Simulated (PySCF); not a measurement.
## Electron affinity of Al by level of theory

Al⁻ [Ne] 3s2 3p2 (3P) → Al [Ne] 3s2 3p1 (2P), as a difference of total energies. Calculation: PySCF 2.14, in aug-cc-pV(Q+d)Z with one added diffuse shell each of s, p, d, f, g type (8s7p6d4f3g, 114 functions); no relativity, point nucleus. Correlated levels: valence: [Ne] frozen. The calculations carry no spin-orbit coupling.

Q: Order these methods by the electron affinity they give, lowest first.
A. UHF
B. M06-2X
C. r2SCAN0
D. LDA

A: A (0.014 eV), B (0.325 eV), C (0.563 eV), D (0.675 eV).

Errors of the correlated levels include the incompleteness of this basis and the frozen core.

In the anion the highest occupied orbital energy is positive at LDA, PBE0, r2SCAN, r2SCAN0, M06-2X, a self-interaction effect; the basis confines that electron, and the energy difference can still be sensible.

For comparison: 0.433 eV (measured; photodetachment measurements, as compiled on the Wikipedia data page of electron affinities).
